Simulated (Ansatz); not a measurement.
C2H2FNO, SMILES `NC(F)=C=O`. Total charge 0; spin multiplicity 1.

```json
{"atom": "N1", "x (Å)": "-0.198", "y (Å)": "-0.631", "z (Å)": "-0.816"}
{"atom": "C2", "x (Å)": "-0.104", "y (Å)": "0.362", "z (Å)": "0.121"}
{"atom": "F3", "x (Å)": "-0.780", "y (Å)": "1.540", "z (Å)": "-0.023"}
{"atom": "C4", "x (Å)": "0.645", "y (Å)": "0.210", "z (Å)": "1.195"}
{"atom": "O5", "x (Å)": "1.312", "y (Å)": "0.051", "z (Å)": "2.131"}
{"atom": "H6", "x (Å)": "-1.093", "y (Å)": "-1.092", "z (Å)": "-0.892"}
{"atom": "H7", "x (Å)": "0.219", "y (Å)": "-0.439", "z (Å)": "-1.716"}
```

What are the harmonic wavenumbers in cm⁻¹ at PBE0-D4/def2-TZVP (Ansatz, finite differences of forces, unscaled)? (An estimate is asked.)

Computed: 196, 289, 410, 415, 516, 601, 688, 817, 1197, 1236, 1497, 1664, 2265, 3542, 3627.

Is this a minimum?

Yes, all 15 modes are real.

Give the ideal-gas thermochemistry at 298.15 K and 1 bar (rigid rotor, harmonic oscillator; point group Cs, symmetry number 1).

Zero-point energy 113.4 kJ/mol; H(298) − E = 129.1 kJ/mol; entropy 299.2 J/(mol·K), of which translation 162.7, rotation 106.5, vibration 30.0; G(298) − E = 39.9 kJ/mol.
